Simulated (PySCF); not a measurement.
AlS: from constants to spectrum

UHF-CCSD(T) constants of AlS, ²Σ⁺ (doublet), unpaired electrons σ ↑ (basis Al 3-21G, S 3-21G; no relativity; PySCF 2.14; masses 26.9815 and 31.9721 u):

```
ωe           : 532.0 cm⁻¹
ωexe         : 3.56 cm⁻¹
Be           : 0.24985 cm⁻¹
αe           : 0.00187 cm⁻¹
De to Al + S : 3.04 eV
```

Question: What force constant and bond length do these constants imply?

Answer: Reduced mass μred = 14.633 u; k = 5.8918×10⁻⁷·μred·ωe² (u, cm⁻¹, mdyn/Å) = 2.44 mdyn/Å; Re = √(16.8576/(μred·Be)) (u, cm⁻¹, Å) = 2.147 Å.

Question: Estimate the centrifugal constant D from the Kratzer relation and find the Dunham coefficient a1.

Answer: D = 4Be³/ωe² = 2.2e-07 cm⁻¹; a1 = −1 − αeωe/(6Be²) = -3.66.

Correlated steps freeze 10 core orbitals. The CCSD T1 diagnostic is raised, a sign that a single reference may not be enough here. 3-21G is very small, so such numbers show the basis as much as the molecule. The state is the lowest determinant that a PBE0 search found; another state may lie lower at other levels.
